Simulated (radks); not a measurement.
**Mg³⁺ in [He] 2s2 2p5: an all-electron calculation**

The task here is to estimate one member of a computed series from the others.

The numbers are computed with radks (a radial shooting solver on a logarithmic mesh, Libxc functionals) version 1 (scalar-relativistic Kohn-Sham, Wu-Cohen GGA, spin-polarised, spherical densities, finite nucleus; open shells are filled with parallel spins first), except any that are marked as measured or tabulated.

### The atom as given

```
element            : magnesium (Z = 12)
charge             : +3
electrons          : 9
configuration      : [He] 2s2 2p5
nuclear rms radius : 3.057 fm
```

The outer shells:

Mg³⁺
```
[He] core
2s [↑↓]
2p [↑↓][↑↓][↑ ]
```

Set-up of the first run:

Settings of this run:

```text
Z 12
configuration [He] 2s2 2p5
relativity scalar-relativistic
functional wc,pbe
spin polarised
nucleus finite rms 3.057 fm
c 137.035999084
```

One table of the session follows, with a row left open; its other results are not shown here.

It belongs to the step «Radial structure». From the orbitals of this run (lengths in bohr):

```
  level     <r>  outermost maximum (interpolated)  90 % within
  1s up  0.1307                            0.0852        0.234
1s down  0.1306                            0.0851        0.234
  2s up  0.6702                             0.537         1.06
2s down  0.6742                             0.539         1.06
  2p up       ?                                 ?            ?
2p down  0.6447                             0.465         1.08
```

**Question.** Estimate the row for 2p up.

**Answer.** <r>: 0.6380; outermost maximum (interpolated): 0.462; 90 % within: 1.07. In the column «<r>» it lies between 1s up (0.1307) and 2p down (0.6447).

Limits of these values: Open shells are spherical and high-spin; term and fine-structure splittings are not resolved.
